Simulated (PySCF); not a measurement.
Computed NMR parameters against published values

Mapped SMILES: `[O:1]=[CH:2][CH:3]1[CH2:4][CH2:5]1`. Hydrogens are named by the atom that carries them. Ha(C4), Ha(C5) are cis to C2 on the ring; Hb(C4), Hb(C5) are trans to C2 on the ring.

- σ from GIAO-PBE0/pcSseg-2
- spin–spin couplings from B3LYP/pcJ-2 (without the spin–dipole term)
- structure optimised with PBE0-D3(BJ)/def2-TZVP
- run in PySCF
- non-relativistic Hamiltonian, no solvent model, equivalent nuclei averaged, one computed conformer

Reference values: measured (solution, not stated per compound (mostly CDCl3 or CCl4); Pretsch, Buehlmann, Badertscher, Structure Determination of Organic Compounds, 4th ed. (2009)).
```csv
atoms,quantity,reference,computed,"computed, scaled"
C3,δ 13C,22.7,26.1,23.3
C4/C5,δ 13C,7.4,6.8,5.1
H(C3),δ 1H,1.79,1.58,1.63
```

Computed shifts are σ(ref) − σ with the named reference compound (TMS for H and C) calculated as an isolated molecule at the same level. The measured values may be among those fitted. Empirical linear scaling, fitted to shifts measured mostly in CDCl3 for H and C (δ vs TMS): 13C (scatter 2.1 ppm rms, 2.2 ppm with the 2 outliers that the fit left out); 1H (scatter 0.15 ppm rms, 0.16 ppm with the 5 outliers that the fit left out). A few per cent of atoms miss by over 2 rms, more outside the fitted compound classes.

Coupling constants in Hz:
```tsv
coupling	reference	computed	source
3J(H(C3),Hb(C4)) cis	8.0	9.3	measured; solution (compiled); Pretsch, Buehlmann, Badertscher, Structure Determination of Organic Compounds, 4th ed., Springer 2009
3J(H(C3),Ha(C4)) trans	4.6	5.0	measured; solution (compiled); Pretsch, Buehlmann, Badertscher, Structure Determination of Organic Compounds, 4th ed., Springer 2009
2J(Hb(C4),Ha(C4))	-4.5	-5.6	measured; solution (compiled); Pretsch, Buehlmann, Badertscher, Structure Determination of Organic Compounds, 4th ed., Springer 2009
```

Question: How far are the unscaled 13C shifts from the references?

Answer: Mean signed difference +1.40 ppm, mean absolute 2.00 ppm over 2 comparisons; the largest is +3.4 ppm at C3 (three-membered-ring carbon).

6 of the 11 published NMR values on file for this molecule are compared.

Couplings across =CH–CH2 type bonds come from one rotamer and its mirror image, and can be 1–2 Hz further off. Vicinal couplings across rotatable single bonds and in flexible rings belong to the one computed conformer; a conformer average would change them.
